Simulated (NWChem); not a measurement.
# Ionisation of DMSO (C2H6OS)

SMILES: CS(C)=O
```xyz
10

C     -0.6613     0.5218    -1.3725
S      0.5039     0.0967     0.0000
C     -0.6613     0.5218     1.3725
O      0.6360    -1.4147     0.0000
H     -0.1374     0.2484    -2.3077
H     -0.8982     1.6041    -1.3677
H     -1.5723    -0.0980    -1.2581
H     -1.5723    -0.0980     1.2581
H     -0.1374     0.2484     2.3077
H     -0.8982     1.6041     1.3677
```
Charge 0, spin multiplicity 1.

Program: NWChem. All single points use one geometry, from PBE/def2-SVP, a minimum by its harmonic frequencies.

Basis set: def2-TZVP. The species with one electron less has spin multiplicity 2 and keeps the geometry of the parent. Δ marks differences of total energies (open shells unrestricted). −ε marks an orbital energy of the parent. That orbital need not have the symmetry of the hole or added electron in the Δ rows.

B3LYP has NWChem's definition, with VWN1-RPA local correlation. No SCF solution was tested for a lower state.

**Question.** For the first vertical ionisation energy, −ε(HOMO) of LDA (SVWN5) gives 5.51 eV and −ε(HOMO) of B3LYP gives 6.50 eV. What do −ε(HOMO) of PBE, −ε(HOMO) of HF, ΔLDA (SVWN5) give?

**Answer.** −ε(HOMO) of PBE: 5.35 eV; −ε(HOMO) of HF: 10.04 eV; ΔLDA (SVWN5): 9.05 eV.
